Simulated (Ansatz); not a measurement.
System: rock-salt LiF. Method: PBE (Ansatz, a program for electronic structure, plane waves, PAW).

The same calculation (at the measured cell, 8.158 Å³/atom) with different numerical settings:

```tsv
run	k mesh	gap on the mesh (eV)	total energy (eV/atom)
1	4×4×4	9.096	-508.0849
2	6×6×6	9.098	-508.0858
3	8×8×8	9.098	-508.0858
4	12×12×12	9.098	-508.0858
5	16×16×16	9.097	-508.0858
6	20×20×20	9.097	-508.0858
```

In the column total energy (eV/atom) the first row differs from the last by +0.0009 and the next to last by 0.0000.

The last row is no converged limit: other settings stay fixed.
